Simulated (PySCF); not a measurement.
# Electric field gradients and quadrupole coupling constants

Species: C3H2F2O.
Geometry (GFN2-xTB, Å), atoms numbered from 1 in this order:
```xyz
8
C3H2F2O angstrom
O     -1.6028   -1.2325   -0.1220
C     -1.2976   -0.0786   -0.0126
C      0.0830    0.4344    0.0381
F      0.1774    1.7718    0.1633
C      1.2269   -0.2554   -0.0254
F      1.2557   -1.5671   -0.1484
H     -2.0413    0.7355    0.0629
H      2.2078    0.2014    0.0194
```

Field gradients from the PBE0/pcSseg-1 density (PySCF, non-relativistic), principal values in atomic units, ordered |Vxx| ≤ |Vyy| ≤ |Vzz|:

```tsv
atom	Vxx	Vyy	Vzz
O1	0.4791	1.5889	-2.0680
```

Find the asymmetry η = (Vxx − Vyy)/Vzz and the couplings χ = eQV/h (234.96 MHz × Q in barn × V in au), with Q(17O) = −0.0256 b.

```tsv
atom	environment	nucleus	η	χzz (MHz)	χxx (MHz)	χyy (MHz)
O1	aldehyde oxygen	17O	0.54	12.44	-2.88	-9.56
```

What is Vzz at O1 in SI units (1 au = 9.71736 × 10²¹ V/m²)?

-2.0680 au = -20.096 × 10²¹ V/m².

Were the hydrogens deuterons (Q(2H) = 0.00286 b), χzz would run from 182 kHz (H7) to 209 kHz (H8).

One conformer (not necessarily the lowest) at the GFN2-xTB geometry, without solvent, vibrations or thermal averaging. GFN2-xTB bond lengths can be off by several hundredths of an ångström, more for odd bonds, and the gradients follow them. The basis is small and wasn't made for field gradients, so the couplings can be 20 % off.
